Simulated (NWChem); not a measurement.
# One shape, several levels: C4H6 (1,2-butadiene)

We compute a comparison of 6 runs (HF/STO-3G, HF/3-21G, PBE/cc-pVDZ, PBE0/cc-pVDZ, B3LYP/cc-pVDZ, r2SCAN/cc-pVDZ) of C4H6 (1,2-butadiene). 

The results are computed with NWChem 7.3.0.

1 further run of the same task is left out (set aside as unsound or not needed). Runs told in other sessions of the task aren't counted.

## 1. The structure to begin with

C4H6: 10 atoms, total charge 0, spin state singlet. SMILES: `C=C=CC`. The shape is that of a PBE0-D4/def2-TZVP optimisation.

Bond lengths: C1–C2 1.301 Å, C2–C3 1.301 Å, C3–C4 1.498 Å, C1–H5 1.086 Å, C1–H6 1.086 Å, C3–H7 1.089 Å, C4–H8 1.094 Å, C4–H9 1.090 Å, C4–H10 1.094 Å. Some angles: C1–C2–C3 179.8°, C2–C3–C4 124.8°, C2–C1–H5 121.3°, C2–C1–H6 121.3°, C2–C3–H7 117.8°, C4–C3–H7 117.3°, C3–C4–H8 110.7°, C3–C4–H9 111.2°, C3–C4–H10 110.7°, H5–C1–H6 117.4°.

## 2. Energy and forces at HF/STO-3G (run 1)

input.nw reads:

```
START input
memory stack 880 mb heap 220 mb global 1100 mb
charge 0

GEOMETRY units angstrom noautosym nocenter noautoz
C     -1.028170     1.640200    -0.807680
C     -0.215030     0.655980    -0.558970
C      0.595630    -0.329840    -0.305630
C      0.514080    -1.216670     0.898340
H     -1.938560     1.489100    -1.379480
H     -0.821990     2.645600    -0.453790
H      1.393720    -0.527930    -1.019220
H      0.380720    -2.261210     0.601840
H     -0.317990    -0.932190     1.542300
H      1.437620    -1.163020     1.482300
END

BASIS spherical bse
* library STO-3G
END

SCF
thresh 1e-08
maxiter 80
noprint "final vectors analysis"
END

TASK scf gradient
```

Started as:

```console
nwchem input.nw > input.out
```

Standard output:

```text
[...]
  functions       =    26
[...]
  wavefunction    = RHF
[...]
         Total SCF energy =   -153.005551992462
      One-electron energy =   -409.801311292749
      Two-electron energy =    154.022596404698
 Nuclear repulsion energy =    102.773162895589
        Time for solution =      0.7s
[...]
                         RHF ENERGY GRADIENTS
    atom               coordinates                        gradient
                 x          y          z           x          y          z
   1 C      -1.942960   3.099529  -1.526294   -0.014160   0.016996  -0.004139
   2 C      -0.406348   1.239622  -1.056300    0.003569  -0.002463  -0.001207
   3 C       1.125577  -0.623307  -0.577557    0.009118  -0.028595   0.024686
   4 C       0.971470  -2.299173   1.697616   -0.001064   0.016260  -0.019091
   5 H      -3.663347   2.813991  -2.606839   -0.001871  -0.002551  -0.001592
   6 H      -1.553336   4.999459  -0.857539    0.002383   0.001835   0.001853
   7 H       2.633749  -0.997643  -1.926047    0.000768   0.002036  -0.003409
   8 H       0.719456  -4.273067   1.137313    0.000135  -0.004538  -0.001361
   9 H      -0.600914  -1.761584   2.914524   -0.003149   0.001261   0.002194
  10 H       2.716708  -2.197789   2.801141    0.004270  -0.000241   0.002066
[...]
```

Wall time 1.3 s (1 thread of Intel Xeon 6975P-C (Granite Rapids), shared host); peak memory 0.1 GiB.

## 3. Energy and forces at HF/3-21G (run 2)

c4h6.nw reads:

```
start c4h6
title "C4H6 gradient"
memory stack 880 mb heap 220 mb global 1100 mb

geometry noautosym nocenter noautoz
  C       -1.028170       1.640200      -0.807680
  C       -0.215030       0.655980      -0.558970
  C        0.595630      -0.329840      -0.305630
  C        0.514080      -1.216670       0.898340
  H       -1.938560       1.489100      -1.379480
  H       -0.821990       2.645600      -0.453790
  H        1.393720      -0.527930      -1.019220
  H        0.380720      -2.261210       0.601840
  H       -0.317990      -0.932190       1.542300
  H        1.437620      -1.163020       1.482300
end

basis spherical bse
  C library 3-21G
  H library 3-21G
end

scf
  thresh 1e-08
  maxiter 80
end

task scf gradient
```

Started as:

```console
nwchem c4h6.nw > c4h6.out
```

Standard output:

```text
[...]
  functions       =    48
[...]
  wavefunction    = RHF
[...]
         Total SCF energy =   -154.040673771448
      One-electron energy =   -409.561489095425
      Two-electron energy =    152.747652428387
 Nuclear repulsion energy =    102.773162895589
        Time for solution =      0.9s
[...]
                         RHF ENERGY GRADIENTS
    atom               coordinates                        gradient
                 x          y          z           x          y          z
   1 C      -1.942960   3.099529  -1.526294   -0.002088   0.002266  -0.000302
   2 C      -0.406348   1.239622  -1.056300    0.000214   0.001272  -0.001828
   3 C       1.125577  -0.623307  -0.577557    0.000146  -0.013945   0.017213
   4 C       0.971470  -2.299173   1.697616    0.000643   0.009242  -0.012375
   5 H      -3.663347   2.813991  -2.606839   -0.006895  -0.001387  -0.004370
   6 H      -1.553336   4.999459  -0.857539    0.001791   0.007594   0.002759
   7 H       2.633749  -0.997643  -1.926047    0.005858  -0.000896  -0.005889
   8 H       0.719456  -4.273067   1.137313   -0.000159  -0.005515  -0.001320
   9 H      -0.600914  -1.761584   2.914524   -0.004401   0.001633   0.003236
  10 H       2.716708  -2.197789   2.801141    0.004890  -0.000265   0.002876
[...]
```

Run time: 1.5 s. Hardware: 1 thread of Intel Xeon 6975P-C (Granite Rapids), shared host; peak memory 0.1 GiB.

## 4. Energy and gradient at PBE/cc-pVDZ (run 3)

struct.xyz reads:

```xyz
10
C4H6 gradient
C     -1.028170     1.640200    -0.807680
C     -0.215030     0.655980    -0.558970
C      0.595630    -0.329840    -0.305630
C      0.514080    -1.216670     0.898340
H     -1.938560     1.489100    -1.379480
H     -0.821990     2.645600    -0.453790
H      1.393720    -0.527930    -1.019220
H      0.380720    -2.261210     0.601840
H     -0.317990    -0.932190     1.542300
H      1.437620    -1.163020     1.482300
```

run.py reads:

```python
from ase.io import read
from ase.calculators.nwchem import NWChem

atoms = read('struct.xyz')

calc = NWChem(
    label='struct',
    theory='dft',
    memory='2200 mb',
    basis='cc-pVDZ',
    basispar='spherical bse',
    dft={'xc': 'xpbe96 cpbe96', 'mult': '1', 'grid': 'xfine', 'convergence': 'energy 1e-08', 'iterations': '100', 'mulliken': None, 'print': 'low'},
)
atoms.calc = calc

forces = atoms.get_forces()
e = atoms.get_potential_energy()
print(f"E = {e:.6f} eV")
print("forces (eV/A):")
for s, f in zip(atoms.symbols, forces):
    print(f"{s:2s} {f[0]:10.5f} {f[1]:10.5f} {f[2]:10.5f}")
```

Started as:

```console
export ASE_NWCHEM_COMMAND="nwchem PREFIX.nwi > PREFIX.nwo"
python run.py
```

Standard output:

```text
E = -4238.415635 eV
forces (eV/A):
C    -0.35512    0.42665   -0.10506
C    -0.02422    0.05893   -0.04463
C     0.34746   -0.59326    0.32113
C     0.01116    0.14758   -0.19463
H    -0.50779   -0.05024   -0.31208
H     0.08428    0.56379    0.18193
H     0.44783   -0.12989   -0.37877
H    -0.05425   -0.54811   -0.12562
H    -0.41991    0.12753    0.34566
H     0.47061   -0.00293    0.31213
```

The calculator wrote struct.nwi:

```
title "struct"

permanent_dir struct

scratch_dir struct

start struct

geometry units angstrom nocenter noautosym noautoz
  C  -1.0281700000000000e+00 1.6402000000000001e+00 -8.0767999999999995e-01
  C  -2.1503000000000000e-01 6.5598000000000001e-01 -5.5896999999999997e-01
  C  5.9562999999999999e-01 -3.2984000000000002e-01 -3.0563000000000001e-01
  C  5.1407999999999998e-01 -1.2166699999999999e+00 8.9834000000000003e-01
  H  -1.9385600000000001e+00 1.4891000000000001e+00 -1.3794800000000000e+00
  H  -8.2199000000000000e-01 2.6456000000000000e+00 -4.5379000000000003e-01
  H  1.3937200000000001e+00 -5.2793000000000001e-01 -1.0192200000000000e+00
  H  3.8072000000000000e-01 -2.2612100000000002e+00 6.0184000000000004e-01
  H  -3.1798999999999999e-01 -9.3218999999999996e-01 1.5423000000000000e+00
  H  1.4376199999999999e+00 -1.1630199999999999e+00 1.4823000000000000e+00
end

memory 2200 mb

basis spherical bse noprint
   * library cc-pVDZ
end

dft
  xc xpbe96 cpbe96
  mult 1
  grid xfine
  convergence energy 1e-08
  iterations 100
  mulliken
  print low
end

task dft gradient
```

struct.nwo:

```text
Northwest Computational Chemistry Package (NWChem) 7.3.0
             --------------------------------------------------------

           Job information
           ---------------

    nwchem branch   = 7.3.0
    use scalapack   = T
    input           = struct.nwi
    prefix          = struct.
    data base       = struct/struct.db
    status          = startup
    nproc           =        1

           Memory information
           ------------------

    heap     =     72089594 doubles =      550.0 Mbytes
    stack    =     72089599 doubles =      550.0 Mbytes
    global   =    144179200 doubles =     1100.0 Mbytes (distinct from heap & stack)
    total    =    288358393 doubles =     2200.0 Mbytes
    verify   = yes
    hardfail = no

[... 36 lines left out ...]
            Nuclear Dipole moment (a.u.)
[... 78 lines left out ...]
   convergence    iter        energy       DeltaE   RMS-Dens  Diis-err    time
[... 13 lines left out ...]
         Total DFT energy =     -155.758902947122
      One electron energy =     -411.458725922498
           Coulomb energy =      176.600738389533
    Exchange-Corr. energy =      -23.674078309746
 Nuclear repulsion energy =      102.773162895589
[... 21 lines left out ...]
    Atom       Charge   Shell Charges
 -----------   ------   -------------------------------------------------------
    1 C    6     6.10   1.87  0.57  0.39  1.87  1.25  0.15
    2 C    6     5.99   1.86  0.62  0.38  1.79  1.13  0.20
    3 C    6     6.08   1.87  0.57  0.38  1.89  1.18  0.20
[... 6 lines of this table left out ...]
   10 H    1     0.96   0.62  0.26  0.08

                         DFT ENERGY GRADIENTS

    atom               coordinates                        gradient
                 x          y          z           x          y          z
   1 C      -1.942960   3.099529  -1.526294    0.006906  -0.008297   0.002043
   2 C      -0.406348   1.239622  -1.056300    0.000471  -0.001146   0.000868
   3 C       1.125577  -0.623307  -0.577557   -0.006757   0.011537  -0.006245
[... 6 lines of this table left out ...]
  10 H       2.716708  -2.197789   2.801141   -0.009152   0.000057  -0.006070

 Task  times  cpu:       36.6s     wall:       36.6s
 Total times  cpu:       36.6s     wall:       36.6s
```

It took 38 s on 1 thread of Intel Xeon 6975P-C (Granite Rapids), shared host; peak memory 0.15 GiB.

Runs 4 to 5 aren't shown in full; the table further down has their settings and results.

## 5. Energy and gradient at r2SCAN/cc-pVDZ (run 6)

c4h6.nw reads:

```
start c4h6
title "C4H6"
memory total 2200 mb
geometry units atomic noautosym nocenter noautoz
 C   -1.94295971   3.09952879  -1.52629400
 C   -0.40634781   1.23962254  -1.05630021
 C    1.12557757  -0.62330726  -0.57755700
 C    0.97147041  -2.29917308   1.69761657
 H   -3.66334748   2.81399117  -2.60683939
 H   -1.55333598   4.99945944  -0.85753882
 H    2.63374909  -0.99764311  -1.92604666
 H    0.71945653  -4.27306761   1.13731277
 H   -0.60091401  -1.76158380   2.91452460
 H    2.71670807  -2.19778928   2.80114103
end
basis spherical bse
 C library cc-pVDZ
 H library cc-pVDZ
end
dft
 xc r2scan
 grid xfine
 convergence energy 1e-08
 iterations 100
 mulliken
 print medium
end
task dft gradient
```

Started as:

```console
nwchem c4h6.nw > c4h6.out
```

Standard output:

```text
[...]
          Wavefunction type:  closed shell.
          No. of atoms     :    10
          No. of electrons :    30
[...]
          Charge           :     0
          Spin multiplicity:     1
[...]
          AO basis - number of functions:    86
[...]
              XC Information
              --------------
                      r^2SCAN Method XC Functional
               r^2SCAN metaGGA Exchange Functional  1.000
                     r^2SCAN Correlation Potential  1.000
[...]
 d= 0,ls=0.0,diis     1   -155.8510877717 -2.59D+02  7.58D-03  2.41D-01     4.2
[...]
 d= 0,ls=0.0,diis    10   -155.8782807589 -6.22D-09  3.59D-07  9.91D-10    40.4
         Total DFT energy =     -155.878280758851
      One electron energy =     -411.370998107231
           Coulomb energy =      176.514089955902
    Exchange-Corr. energy =      -23.794528120875
 Nuclear repulsion energy =      102.773155513354
[...]
      Total Density - Mulliken Population Analysis
     ---------------------------------------------
    Atom       Charge   Shell Charges
 -----------   ------   -------------------------------------------------------
    1 C    6     6.10   2.01  0.66  0.34  2.08  0.96  0.04
    2 C    6     5.93   2.01  0.70  0.46  1.99  0.70  0.07
    3 C    6     6.27   2.01  0.66  0.56  2.08  0.88  0.07
    4 C    6     6.00   2.01  0.67  0.35  2.10  0.82  0.05
    5 H    1     0.94   0.74  0.16  0.03
    6 H    1     0.94   0.74  0.16  0.03
    7 H    1     0.96   0.75  0.18  0.03
    8 H    1     0.95   0.75  0.17  0.03
    9 H    1     0.97   0.75  0.19  0.03
   10 H    1     0.95   0.75  0.17  0.03
[...]
  wavefunction    = closed shell
                         DFT ENERGY GRADIENTS
    atom               coordinates                        gradient
                 x          y          z           x          y          z
   1 C      -1.942960   3.099529  -1.526294    0.005249  -0.006289   0.001533
   2 C      -0.406348   1.239623  -1.056300    0.000643  -0.001017   0.000502
   3 C       1.125578  -0.623307  -0.577557   -0.005372   0.008385  -0.003979
   4 C       0.971470  -2.299173   1.697617    0.000007  -0.001385   0.001658
   5 H      -3.663347   2.813991  -2.606839    0.005931   0.000619   0.003667
   6 H      -1.553336   4.999459  -0.857539   -0.001012  -0.006588  -0.002153
   7 H       2.633749  -0.997643  -1.926047   -0.005392   0.001652   0.004466
   8 H       0.719457  -4.273068   1.137313    0.000519   0.005985   0.001385
   9 H      -0.600914  -1.761584   2.914525    0.004590  -0.001447  -0.003719
  10 H       2.716708  -2.197789   2.801141   -0.005163   0.000086  -0.003360
[...]
```

Run time: 51 s. Hardware: 1 thread of Intel Xeon 6975P-C (Granite Rapids), shared host; peak memory 0.15 GiB.

## 6. Overview of the runs

| run | level | iteration cap | module | energy (Eh) | dipole moment (D) | largest force (eV/Å) | wall time |
| --- | --- | --- | --- | --- | --- | --- | --- |
| 1 | HF/STO-3G | 80 | scf | -153.005552 | 0.31 | 1.998 | 1.3 s |
| 2 | HF/3-21G | 80 | scf | -154.040674 | 0.38 | 1.139 | 1.5 s |
| 3 | PBE/cc-pVDZ | 100 | dft | -155.758903 | – | 0.759 | 38 s |
| 4 | PBE0/cc-pVDZ | 100 | dft | -155.782987 | – | 0.476 | 39 s |
| 5 | B3LYP/cc-pVDZ | 100 | dft | -155.981520 | 0.44 | 0.390 | 37 s |
| 6 | r2SCAN/cc-pVDZ | 100 | dft | -155.878281 | 0.47 | 0.551 | 51 s |

## 7. What came out

| quantity | value |
| --- | --- |
| run 6: total energy | -155.87828 Eh |
| run 6: dipole moment | 0.47 D |
| run 6: HOMO energy | -6.13 eV |
| run 6: LUMO energy | -0.14 eV |
| run 6: HOMO–LUMO gap | 5.99 eV |
| run 6: largest force on an atom | 0.551 eV/Å |

In words: Over runs 1, 2, 5, 6 the dipole moment (its size) runs from 0.31 D (HF/STO-3G) to 0.47 D (r2SCAN/cc-pVDZ). The two ends differ in method and basis. Over runs 2, 5, 6 the HOMO–LUMO gap runs from 5.99 eV (r2SCAN/cc-pVDZ) to 14.74 eV (HF/3-21G). Totals of different functionals can't be ranked against each other. In run 1 the basis is minimal, so the values are rough. All runs together took 2.8 min, the longest 51 s.
